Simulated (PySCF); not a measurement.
## Working with the constants of CF⁺

RHF-CCSD(T) constants of CF⁺, ¹Σ⁺ (singlet), closed shell (basis C STO-3G, F STO-3G; no relativity; PySCF 2.14; masses 12.0000 and 18.9984 u):

| Quantity | Value |
| --- | --- |
| ωe | 1599.6 cm⁻¹ |
| ωexe | 7.45 cm⁻¹ |
| Be | 1.4567 cm⁻¹ |
| αe | 0.0132 cm⁻¹ |
| D (centrifugal) | 4.83e-06 cm⁻¹ |

(1) Give the vibrational terms G(v) and spacings up to v = 6.

Correlated steps freeze 2 core orbitals. The CCSD T1 diagnostic is raised, a sign that a single reference may not be enough here. STO-3G is very small, so such numbers show the basis as much as the molecule.

## Answers

(1) G(v) = ωe(v+½) − ωexe(v+½)².

```tsv
v	G(v) (cm⁻¹)	G(v) − G(v−1)	Bv (cm⁻¹)
0	798		1.450
1	2383	1585	1.437
2	3952	1570	1.424
3	5507	1555	1.411
4	7047	1540	1.397
5	8572	1525	1.384
6	10083	1510	1.371
```
